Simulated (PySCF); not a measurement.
Species: PF3.
Atom-mapped SMILES: `[F:1][P:2]([F:3])[F:4]`

Computed by this run: PySCF, PBE0-D3(BJ)/def2-SVP geometry optimisation, gas phase; density fitting, grid level 1; the optimiser is geomeTRIC in internal coordinates, started from a GFN2-xTB structure with every atom displaced at random (about 0.01 Å).

At the end of the run (lengths in Å): P2–F4 1.596, P2–F3 1.596, F1–P2 1.596, F1–P2–F3 97.3°.

Question: These geometries were met on the way; a selection of coordinates is given. Order them by energy above the end point, lowest first.
A. P2–F4 1.604, P2–F3 1.603, F1–P2 1.592, F1–P2–F3 99.1°
B. P2–F4 1.593, P2–F3 1.589, F1–P2 1.595, F1–P2–F3 92.9°
C. P2–F4 1.596, P2–F3 1.596, F1–P2 1.596, F1–P2–F3 97.3°

Answer: C (0.000 eV), A (0.010 eV), B (0.085 eV).

```json
{"step": "4", "E above end (eV)": "0.000", "rms distance from the end, all atoms (Å)": "0.000", "largest force (eV/Å)": "under 0.02", "rms shift of all bonds from the end (Å)": "0.000"}
{"step": "1", "E above end (eV)": "0.010", "rms distance from the end, all atoms (Å)": "0.016", "largest force (eV/Å)": "0.411", "rms shift of all bonds from the end (Å)": "0.007"}
{"step": "0", "E above end (eV)": "0.085", "rms distance from the end, all atoms (Å)": "0.051", "largest force (eV/Å)": "1.168", "rms shift of all bonds from the end (Å)": "0.004"}
```

Rows stand in the order of the answer.
